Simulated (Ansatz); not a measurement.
Conformers of C4H6O2, SMILES `O=CCC1CO1`, each relaxed with PBE0-D4/def2-TZVP in Ansatz. CBS adds the triple-zeta coupled-cluster correction to the MP2 limit.

Not all of them had a frequency check.

Conformer A:

Z-matrix (Å, degrees):
```
C
C 1 1.503
C 1 1.505 2 111.0
H 1 1.092 2 109.3 3 -123.1
H 1 1.096 2 108.3 3 118.3
O 2 1.199 1 124.7 3 118.8
H 2 1.112 1 114.7 3 -60.6
C 3 1.461 1 121.8 2 84.3
O 3 1.415 1 116.8 2 152.9
H 3 1.089 1 115.3 2 -69.3
H 8 1.088 3 119.3 1 0.9
H 8 1.087 3 119.8 1 -152.2
```

Conformer B:

Z-matrix (Å, degrees):
```
C
C 1 1.499
C 1 1.497 2 113.9
H 1 1.097 2 108.3 3 -123.6
H 1 1.099 2 107.5 3 123.3
O 2 1.200 1 124.7 3 -0.4
H 2 1.112 1 114.7 3 179.8
C 3 1.456 1 121.6 2 -95.7
O 3 1.418 1 115.8 2 -164.0
H 3 1.088 1 115.5 2 58.1
H 8 1.088 3 119.3 1 0.4
H 8 1.086 3 119.6 1 153.1
```

Question: Which is lowest in electronic energy at CCSD(T)/CBS (frozen core, def2 sets), and by how much? (Estimate.)

Answer: Ansatz gave: B; A lies 4.0 kJ/mol higher.

Question: Give the energies relative to B (kJ/mol) with r2SCAN-D4/def2-TZVPP, PBE0-D4/def2-TZVPP, B3LYP-D4/def2-TZVPP, ωB97X-V/def2-TZVPP, B2PLYP/def2-TZVPP, PBE/def2-TZVPP, MP2/CBS(def2). (An estimate is asked.)

Answer: Computed: 
```
               level    A
r2SCAN-D4/def2-TZVPP  4.6
  PBE0-D4/def2-TZVPP  4.3
 B3LYP-D4/def2-TZVPP  4.7
  ωB97X-V/def2-TZVPP  4.8
   B2PLYP/def2-TZVPP  4.0
      PBE/def2-TZVPP  3.3
       MP2/CBS(def2)  3.6
```

B3LYP here is the variant with VWN-RPA as its local correlation; programs differ in this.
